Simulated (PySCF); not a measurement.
# Basis-set dependence of population analyses: `CCCCl`

Species: C₃H₇Cl.
Atom-mapped SMILES: `[CH3:1][CH2:2][CH2:3][Cl:4]` (hydrogens: H5, H6, H7 on C1; H8, H9 on C2; H10, H11 on C3)

PBE0 throughout (PySCF), one geometry, spherical d and f functions. Isolated species at its PBE0-D3(BJ)/def2-SVP geometry (one conformer only). Atoms taken as equivalent share a column and are averaged.

Mulliken charges (e):

```tsv
basis	functions	C1	C2	C3	Cl4	H5/H6/H7	H8/H9	H10/H11
pcSseg-0	54	-0.636	-0.524	-0.594	-0.058	+0.238	+0.257	+0.293
cc-pVDZ	95	-0.088	-0.096	-0.100	-0.143	+0.050	+0.050	+0.088
aug-cc-pVDZ	159	+0.470	+0.485	+0.036	-0.098	-0.125	-0.198	-0.060
IGLO-III	219	-0.344	-0.192	-0.312	-0.031	+0.114	+0.119	+0.150
cc-pVTZ	222	-0.292	-0.173	-0.110	-0.179	+0.102	+0.101	+0.122
```

IAO charges (e):

```tsv
basis	functions	C1	C2	C3	Cl4	H5/H6/H7	H8/H9	H10/H11
pcSseg-0	54	-0.426	-0.268	-0.260	-0.120	+0.147	+0.150	+0.167
cc-pVDZ	95	-0.413	-0.246	-0.226	-0.128	+0.140	+0.140	+0.156
aug-cc-pVDZ	159	-0.425	-0.252	-0.228	-0.134	+0.144	+0.143	+0.160
IGLO-III	219	-0.428	-0.255	-0.237	-0.123	+0.145	+0.144	+0.160
cc-pVTZ	222	-0.428	-0.254	-0.234	-0.128	+0.145	+0.144	+0.160
```

Some averages cover members that differ in this geometry, most widely: H8/H9, Mulliken in aug-cc-pVDZ -0.221 to -0.175; H8/H9, Mulliken in IGLO-III +0.101 to +0.137 e.

Q: Which scheme is steadiest as the basis changes?

A: Largest range over the bases for any column: IAO 0.03 e, Mulliken 1.11 e. IAO charges move least and Mulliken charges most, counted in e.

Q: How much do the charges still move between the two largest bases, IGLO-III and cc-pVTZ?

A: At most, over all atoms: Mulliken 0.201 e, IAO 0.005 e.

Q: What do the same runs give for the total energy, the frontier levels and the dipole moment?

A: 
```
      basis  energy (Eh)  HOMO (eV)  LUMO (eV)  μ (D)
   pcSseg-0    -577.6427      -8.26       1.40   2.38
    cc-pVDZ    -578.4485      -8.17       1.26   2.04
aug-cc-pVDZ    -578.4583      -8.31      -0.11   2.13
   IGLO-III    -578.4959      -8.22       0.66   1.92
    cc-pVTZ    -578.5009      -8.27       0.89   2.07
```

The dipole is fixed by the density alone, so its range of 0.46 D shows that the density itself changes with the basis, not only its division among atoms.
